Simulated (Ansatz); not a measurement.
C₄H₂ (`C#CC#C`). The species carries charge 0 and has multiplicity 1.

| atom | x (Å) | y (Å) | z (Å) |
| --- | --- | --- | --- |
| C1 | 0.669 | 1.743 | -0.273 |
| C2 | 0.242 | 0.630 | -0.099 |
| C3 | -0.242 | -0.630 | 0.099 |
| C4 | -0.669 | -1.743 | 0.273 |
| H5 | 1.047 | 2.726 | -0.427 |
| H6 | -1.047 | -2.726 | 0.427 |

(1) List the harmonic frequencies (cm⁻¹, unscaled) at PBE0-D4/def2-TZVP in Ansatz. (Best estimate.)

(2) Is this a minimum?

(3) Give the ideal-gas thermochemistry at 298.15 K and 1 bar (rigid rotor, harmonic oscillator; point group D∞h, symmetry number 2).

(4) And at 400, 500, 600, 800 and 1000 K?

Answers

(1) Computed: 239, 239, 535, 535, 673, 673, 678, 678, 925, 2128, 2306, 3481, 3483.

(2) Yes, all 13 modes are real.

(3) Zero-point energy 99.1 kJ/mol; H(298) − E = 112.9 kJ/mol; entropy 246.6 J/(mol·K), of which translation 157.7, rotation 62.8, vibration 26.2; G(298) − E = 39.4 kJ/mol.

(4) 
```csv
T (K),H − E (kJ/mol),S (J/mol/K),G − E (kJ/mol)
400,120.7,269.0,13.1
500,129.3,288.1,-14.8
600,138.5,304.9,-44.5
800,158.4,333.5,-108.4
1000,179.7,357.2,-177.5
```
